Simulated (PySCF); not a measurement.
Compound: CH5AlO.
SMILES: `C[O][AlH2]`

Theory: EOM-EE-CCSD/aug-cc-pVDZ in PySCF, restricted Hartree–Fock reference, frozen core, non-relativistic, gas phase, PBE0-D3(BJ)/def2-SVP geometry.

Give the EOM-CCSD singlets and triplets.

```csv
state,E (eV),cm⁻¹,"main singles (HF orbitals, share of the singles part)"
singlet 1,5.86,47260,"HOMO→LUMO 47 %, HOMO→LUMO+7 40 %"
singlet 2,6.73,54280,"HOMO-1→LUMO 55 %, HOMO-1→LUMO+7 33 %"
singlet 3,6.93,55890,"HOMO-2→LUMO 47 %, HOMO-2→LUMO+7 36 %"
singlet 4,7.10,57270,"HOMO→LUMO+3 26 %, HOMO-2→LUMO+3 14 %, HOMO→LUMO+10 9 %"
triplet 1,5.61,45250,"HOMO→LUMO 44 %, HOMO→LUMO+7 41 %"
triplet 2,6.13,49440,"HOMO-1→LUMO 47 %, HOMO-1→LUMO+7 38 %"
```

What is the vertical gap between the lowest excited singlet and the lowest triplet?

5.86 − 5.61 = 0.25 eV (24 kJ/mol).

The first EOM-IP-CCSD ionisation energy is 10.41 eV, 3.31 eV above the highest singlet listed and 4.55 eV above the lowest.

T1 diagnostic 0.014. EOM-CCSD puts states of mainly double-excitation character too high. An iterative search for so few roots can pass over a low state.

One conformer stands for the species.
